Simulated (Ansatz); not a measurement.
**AlSiH (triplet): from Hartree-Fock to the top rungs, def2-TZVPP**

An exercise on one series of results from a longer session: the logs are not shown, and one member is left open.

The runs use Ansatz 0.2.0, Gaussian basis; def2-TZVPP, core rule «outside noble gas», up to 10 orbitals frozen.

The runs, in order: UHF; ROHF; CCSD(T) on UHF.

2 further runs of the same task are left out: 2 set aside as unsound or not needed.

## What is computed

The geometry is a PBE0/def2-TZVP stationary point (not a proven minimum).

3 atoms, charge 0, spin multiplicity 3.

Atoms are counted from 1 here; the program's logs count them from 0.

Bond lengths: Si1–Al2 2.333 Å, Al2–H3 1.599 Å. Angles: Si1–Al2–H3 180.0°.

Set-up of the first run:

Input file in.yaml:

```yaml
crystal:
  periodic: [false, false, false]
  atoms:
    - {symbol: Si, position_ang: [0.000000, 0.000000, 2.088600]}
    - {symbol: Al, position_ang: [0.000000, 0.000000, -0.244867]}
    - {symbol: H, position_ang: [0.000000, 0.000000, -1.843733]}
basis:
  gaussian: {orbitals: def2-TZVPP}
magnetization: {spin_polarized: true, initial_magnetization: 2}
hamiltonian: {xc: hf}
output: {orbitals: {seedname: orbitals}}
```

Run with:

```console
> ansatz run in.yaml --threads 1 --pin off --events-out ev --progress --plain --max-ram 4096MiB --backend cpu
```

Among the steps run: UHF; ROHF; CCSD(T) on UHF.

One of the session's tables, all rows but one given; the rest of the session is left out.

| method | from UCCSD(T) (meV) |
| --- | --- |
| ROHF | ? |
| UHF | +4934.8 |
| UMP2 | +1086.3 |
| UCCSD | +247.4 |
| UCCSD(T) | 0 |

Estimate the missing values for ROHF.

As computed: from UCCSD(T) (meV): +5060.6. In the column «from UCCSD(T) (meV)» it is the highest.

With the free atoms at the same levels and basis (separate runs), the atomisation energy is 5.106 eV at UCCSD(T), 3.772 eV at ROHF.
